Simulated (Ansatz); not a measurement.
# SiH (quartet): wave-function methods side by side, cc-pVQZ

One table from this session's results is given with a row withheld; the runs are named, their logs left out.

Program: Ansatz 0.2.0, Gaussian basis. Level of theory: cc-pVQZ, core rule «outside noble gas», up to 5 orbitals frozen. These are calculated values, not measurements.

Plan: UHF; CCSD(T) on ROHF; CCSD(T) on UHF; BCCD(T) on ROHF; CCSDT(Q) on ROHF; CCSDT(Q) on UHF; CASSCF and MRCISD+Q, 5 electrons in 5 orbitals; CASSCF and NEVPT2, 5 electrons in 5 orbitals.

9 further runs of the same task are left out: 2 for a known fault of the program, 4 that didn't finish, 3 set aside as unsound or not needed.

## The system

The geometry is a PBE0/def2-TZVP stationary point (not a proven minimum).

2 atoms, charge 0, spin multiplicity 4.

Atoms are counted from 1 here; the program's logs count them from 0.

Bond lengths: Si1–H2 1.500 Å.

Geometry (Å):

```xyz
2
HSi
Si    0.0000    0.0000    0.0000
H     0.0000    0.0000    1.4995
```

Set-up of the first run:

Contents of in.yaml:

```yaml
crystal:
  periodic: [false, false, false]
  atoms:
    - {symbol: Si, position_ang: [0.000000, 0.000000, 0.000000]}
    - {symbol: H, position_ang: [0.000000, 0.000000, 1.499536]}
basis:
  gaussian: {orbitals: cc-pVQZ}
magnetization: {spin_polarized: true, initial_magnetization: 3}
hamiltonian: {xc: hf}
output: {orbitals: {seedname: orbitals}}
```

The run is started by

```console
$ ansatz run in.yaml --threads 1 --pin off --events-out ev --progress --plain --max-ram 4096MiB --backend cpu
```

Among the steps run: UHF; CCSD(T) on ROHF; CCSD(T) on UHF; BCCD(T) on ROHF; CCSDT(Q) on ROHF; CCSDT(Q) on UHF; CASSCF and MRCISD+Q, 5 electrons in 5 orbitals; CASSCF and NEVPT2, 5 electrons in 5 orbitals.

One of the session's tables, all rows but one given; the rest of the session is left out.

```
          method  from UCCSDT(Q) (meV)
            ROHF               +2400.6
             UHF               +2371.1
            RMP2                +589.2
            UMP2                +584.5
           RCCSD                     ?
           UCCSD                +113.8
        RCCSD(T)                 +26.6
        UCCSD(T)                 +25.0
         BCCD(T)                 +26.2
          RCCSDT                  +4.1
          UCCSDT                  +2.4
       RCCSDT(Q)                  +1.9
       UCCSDT(Q)                     0
  CASSCF valence               +1932.4
  NEVPT2 valence                +583.3
  MRCISD valence                +138.9
MRCISD+Q valence                 +55.4
```

Q: Estimate the row for RCCSD from the others.

As computed: from UCCSDT(Q) (meV): +116.0. In the column «from UCCSDT(Q) (meV)» it lies between UCCSD (+113.8) and MRCISD valence (+138.9).

With the free atoms at the same levels and basis (separate runs), the atomisation energy is 1.495 eV at UCCSDT(Q), 1.490 eV at RCCSD(T), 1.491 eV at UCCSD(T), 1.388 eV at ROHF.

Limits of these values: Restricted and unrestricted rows rest on different reference determinants; where their highest levels disagree by more than a few hundredths of an eV, they describe different states and don't form one ladder.
